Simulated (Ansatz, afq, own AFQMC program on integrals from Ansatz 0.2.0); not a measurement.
## AlP, triplet: AFQMC among the cluster methods

```xyz
2

Al    0.0000    0.0000    0.0000
P     0.0000    0.0000    7.5460
```

Basis 6-31G. Only valence electrons are correlated. AFQMC by an in-house program on the Cholesky factors that Ansatz 0.2.0 writes for its CCSD(T) run. ph-AFQMC/CISD is guided by a CISD state made of CCSD amplitudes; releasing the constraint for a short imaginary time cuts its bias at the price of noise, slowly where states lie close. Uncertainties: one standard error, sampling alone.

Determinant: UHF, the one that the program's search chose, which needn't be the lowest solution. The geometry is a point of a scan.

Full CI on the same integrals is exact in this basis and with this determinant's frozen core.

Cautions: lower spins were not checked; unrestricted determinant spin contaminated (⟨S²⟩ 3.00 against 2.00); the next higher spin lies close (within 5 meV by full CI).

The T1 diagnostic is 0.0062 and the weight of the determinant in the CISD state is 0.941. The ⟨S²⟩ of the determinant is 3.000 and the size of the correlated space is 8 electrons in 16 orbitals.

Reference: full CI, correlation energy -1.233 eV. The released energy is read at 2.40 1/Eh (meV from the phaseless value at times in 1/Eh: -0.2 ± 0.3 at 0.24, -0.2 ± 0.3 at 0.51, -0.63 ± 0.22 at 0.99, -1.1 ± 0.3 at 1.62, -0.9 ± 0.3 at 2.40). The cautions show a poor starting determinant, so the rows tell how each method copes with it here, and full CI is the sure value.

| level | E − E(reference) (mEh) | share of correlation (%) |
| --- | --- | --- |
| HF | 45.32 | 0.00 |
| MP2 | 16.94 | 62.61 |
| CCSD | 0.29 | 99.35 |
| CCSD(T) | 0.09 | 99.81 |
| CCSDT | 0.00 | 100.01 |
| CCSDT(Q) | 0.00 | 100.00 |
| CCSDTQ | 0.00 | 100.00 |
| ph-AFQMC/CISD | 0.05 ± 0.01 | 99.89 |
| released AFQMC | 0.02 ± 0.01 | 99.96 |

CCSDT and higher add their correlation energy to the determinant of the CCSD(T) run, since their own runs factorise the integrals more tightly (a shift of under 2 meV). Released energies are given only where the last usable release times agree within the noise; a slower fall can still hide under it.
